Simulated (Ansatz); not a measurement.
# C2HSi+ (triplet): the correlation ladder, cc-pVDZ

One table from this session's results is given with a row withheld; the runs are named, their logs left out.

Computed with Ansatz 0.2.0, Gaussian basis. Level: cc-pVDZ, core rule «outside noble gas», up to 7 orbitals frozen.

Plan: UHF; CCSD(T) on ROHF; CCSD(T) on UHF; BCCD(T) on ROHF; CISD as a restricted active space (open shells left free, so some higher excitations enter); CCSDT(Q) on ROHF; CCSDT(Q) on UHF; CASSCF and MRCISD+Q, 10 electrons in 10 orbitals; CASSCF and NEVPT2, 10 electrons in 10 orbitals.

24 further runs of the same task are left out: 5 that didn't finish, 19 set aside as unsound or not needed. Runs told in other sessions of the task aren't counted.

### What is computed

The geometry is a PBE0/def2-TZVP stationary point (not a proven minimum) of the parent state, kept for this charge and spin.

4 atoms, charge 1, spin multiplicity 3.

Atoms are counted from 1 here; the program's logs count them from 0.

Bond lengths: C1–C2 1.222 Å, C1–H4 1.067 Å, C2–Si3 1.799 Å. Angles: C2–C1–H4 180.0°, C1–C2–Si3 180.0°.

Set-up of the first run:

in.yaml

```yaml
crystal:
  periodic: [false, false, false]
  atoms:
    - {symbol: C, position_ang: [0.000000, 0.000000, 0.794175]}
    - {symbol: C, position_ang: [0.000000, 0.000000, -0.427825]}
    - {symbol: Si, position_ang: [0.000000, 0.000000, -2.227125]}
    - {symbol: H, position_ang: [0.000000, 0.000000, 1.860775]}
basis:
  gaussian: {orbitals: cc-pVDZ}
total_charge: 1
magnetization: {spin_polarized: true, initial_magnetization: 2}
hamiltonian: {xc: hf}
output: {orbitals: {seedname: orbitals}}
```

The run is started by

```console
$ ansatz run in.yaml --threads 1 --pin off --events-out ev --progress --plain --max-ram 2393MiB
```

Among the steps run: UHF; CCSD(T) on ROHF; CCSD(T) on UHF; BCCD(T) on ROHF; CISD as a restricted active space (open shells left free, so some higher excitations enter); CCSDT(Q) on ROHF; CCSDT(Q) on UHF; CASSCF and MRCISD+Q, 10 electrons in 10 orbitals; CASSCF and NEVPT2, 10 electrons in 10 orbitals.

One table of the session follows, with a row left open; its other results are not shown here.

| method | from UCCSDT(Q) (kJ/mol) |
| --- | --- |
| ROHF | +845.9 |
| UHF | +836.1 |
| RMP2 | +102.5 |
| UMP2 | +111.8 |
| CISD | +124.4 |
| RCCSD | +50.2 |
| UCCSD | +49.6 |
| RCCSD(T) | +7.4 |
| UCCSD(T) | +7.6 |
| BCCD(T) | +7.3 |
| RCCSDT | +4.6 |
| UCCSDT | +4.5 |
| RCCSDT(Q) | +0.3 |
| UCCSDT(Q) | 0 |
| CASSCF frontier | ? |
| NEVPT2 frontier | +122.9 |
| MRCISD frontier | +48.5 |
| MRCISD+Q frontier | +10.3 |

**Question.** Estimate the row for CASSCF frontier.

As computed: from UCCSDT(Q) (kJ/mol): +509.7. In the column «from UCCSDT(Q) (kJ/mol)» it lies between CISD (+124.4) and UHF (+836.1).

Limits of these values: Restricted and unrestricted rows rest on different reference determinants; a gap between their highest levels can come from leftover correlation error, from unlike frozen cores or from another state.
